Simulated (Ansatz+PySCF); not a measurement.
**doublet HO₃: levels of theory in one basis**

```tsv
atom	x (Å)	y (Å)	z (Å)
H	0.0000	0.2156	-1.3780
O	0.0000	-0.4609	-0.6791
O	0.0000	0.4506	0.5074
O	0.0000	-0.2053	1.5496
```

Basis set: cc-pVTZ (spherical functions). Frozen core: 3 orbitals. Correlation on ROHF uses semicanonical orbitals with singles. Charge 0, multiplicity 2.

Computed with Ansatz (development build ahead of 0.2.0) and PySCF 2.14.0; each method stands on the lowest determinant of its kind that the runs found.

```tsv
method	E − E(ROHF) (eV)	<S²> of the determinant
ROHF	0.00	0.75
UHF	-0.29	0.94
ROHF-MP2	-19.12	–
UHF-MP2	-18.73	0.94
ROHF-CCSD(T)	-20.39	–
UHF-CCSD(T)	-20.37	0.94
```

(1) What does UHF-CCSD give on the same scale?

Results:

(1) -19.51 eV.

Caution for UHF, UHF-MP2, UHF-CCSD, UHF-CCSD(T): the unrestricted determinant is spin contaminated. Caution for ROHF-MP2, ROHF-CCSD(T): large amplitudes, a single reference is doubtful. Caution for ROHF-MP2, UHF-MP2: forces differ strongly between restricted and unrestricted references.
